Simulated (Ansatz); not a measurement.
**FHMgS: taking an electron away**

The task here is to estimate one member of a computed series from the others.

Method: unrestricted cation, the program's frozen cores in correlated methods; program: Ansatz 0.2.0, Gaussian basis.

Levels to be run: UKS PBE-D4/def2-TZVPP; UKS r2SCAN-D4/def2-TZVPP; UKS PBE0-D4/def2-TZVPP; UKS B3LYP-D4/def2-TZVPP; UKS wB97X-V/def2-TZVPP; UKS wB97M-V/def2-TZVPP; UKS B2PLYP/def2-TZVPP; UHF-CCSD(T)/def2-TZVPP; UHF-MP2/def2-QZVPP; extrapolation to the limit; then −ε(HOMO) from the neutral's earlier runs with LDA (SPW92), PBE-D4, revPBE-D4, BLYP-D4, r2SCAN-D4, B97M-V, PBE0-D4, B3LYP-D4, r2SCANh-D4, r2SCAN0-D4, HSE06-D4, BHLYP-D4, CAM-B3LYP-D4, LC-ωPBE, ωB97X-V, ωB97M-V.

## Structure used throughout

All runs share one geometry, relaxed beforehand with PBE0-D4 in a triple-zeta def2 set.

SMILES `[F][Mg][SH]`, 4 atoms, charge 0, spin multiplicity 1.

Atoms are counted from 1 here; the program's logs count them from 0.

Bond lengths: F1–Mg2 1.749 Å, Mg2–S3 2.277 Å, S3–H4 1.345 Å. Angles: F1–Mg2–S3 179.2°, Mg2–S3–H4 92.6°.

The first run:

Input file in.yaml:

```yaml
crystal:
  periodic: [false, false, false]
  atoms:
    - {symbol: F, position_ang: [-1.161019, 0.391036, 2.153592]}
    - {symbol: Mg, position_ang: [-0.512081, 0.205831, 0.539691]}
    - {symbol: S, position_ang: [0.306571, -0.020732, -1.572591]}
    - {symbol: H, position_ang: [1.422028, -0.636434, -1.140893]}
basis:
  gaussian: {orbitals: def2-TZVPP}
total_charge: 1
magnetization: {spin_polarized: true, initial_magnetization: 1}
hamiltonian: {xc: pbe, dispersion: d4}
```

On the command line:

```console
> ansatz run in.yaml --threads 4 --pin off --events-out ev --progress --plain --max-ram 10444MiB
```

Steps of the session up to this table: Cation, UKS PBE-D4/def2-TZVPP; Cation, UKS r2SCAN-D4/def2-TZVPP; Cation, UKS PBE0-D4/def2-TZVPP; Cation, UKS B3LYP-D4/def2-TZVPP; Cation, UKS wB97X-V/def2-TZVPP; Cation, UKS wB97M-V/def2-TZVPP; Cation, UKS B2PLYP (frozen core)/def2-TZVPP; Cation, UHF-CCSD(T)/def2-TZVPP; Cation, UHF-MP2/def2-QZVPP.

One table of the session follows, with a row left open; its other results are not shown here.

For comparison, −ε(HOMO) of the neutral from earlier runs:

```
  functional  −ε(HOMO) (eV)
 LDA (SPW92)           6.40
      PBE-D4           6.24
   revPBE-D4           6.18
     BLYP-D4           6.08
   r2SCAN-D4           6.49
      B97M-V           6.51
     PBE0-D4           7.43
    B3LYP-D4           7.19
  r2SCANh-D4           6.93
  r2SCAN0-D4           7.59
    HSE06-D4           7.03
    BHLYP-D4           8.47
CAM-B3LYP-D4              ?
     LC-ωPBE          10.13
     ωB97X-V           9.76
     ωB97M-V           9.61
```

Q: Estimate the row for CAM-B3LYP-D4 from the others.

As computed: −ε(HOMO) (eV): 8.75. In the column «−ε(HOMO) (eV)» it lies between BHLYP-D4 (8.47) and ωB97M-V (9.61).
